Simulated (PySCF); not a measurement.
Z-matrix (Å, degrees):
```
S
H 1 1.3607
```
Charge 0, spin multiplicity 2.

Estimate the dipole moment, highest occupied spin orbital and total energy that PySCF with TPSS-D3(BJ)/def2-TZVP // TPSS-D3(BJ)/def2-SVP returns for this input.


```json
{
  "dipole_moment": "0.181 e·Å",
  "highest_occupied_spin_orbital": "-6.25 eV",
  "total_energy": "-398.7773 Ha"
}
```
